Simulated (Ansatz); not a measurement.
## Sn: all-electron results

```
Sn
1.0
     0.00000    3.32785    3.32785
     3.32785    0.00000    3.32785
     3.32785    3.32785    0.00000
Sn
2
Direct
  0.00000 0.00000 0.00000
  0.25000 0.25000 0.25000
```

Atoms are numbered in the order listed.

The conventional cell has a = 6.656 Å, b = 6.656 Å, c = 6.656 Å, α = 90.00°, β = 90.00°, γ = 90.00°. Sn (atom 1) has 4 Sn at 2.88 Å as nearest neighbours.

The cell was built from the diamond type and relaxed in the same program, and has space group Fd-3m; it needn't be a known or the stable phase.

Spin–orbit coupling is left out, though it moves levels of the heavy atoms by tenths of an eV or more.

Computed with DFT, PBE, all-electron LAPW, scalar-relativistic in Ansatz 0.2.0.

The runs use a Γ-centred 9×9×9 k mesh, Fermi–Dirac smearing of 0.05 eV, basis error target 0.5 meV/atom, no spin polarisation.

```json
{"Volume per atom": "36.85 Å³", "Pressure at this cell": "0.02 GPa"}
```

Task: Band gap: what does the calculation give?

Result: None at this level of theory (metallic, semimetallic, or a small gap that the functional closes).

Task: Give the computed value. Density of states at the Fermi level (0.2 eV bin).

Result: 0.09 states/eV per cell.
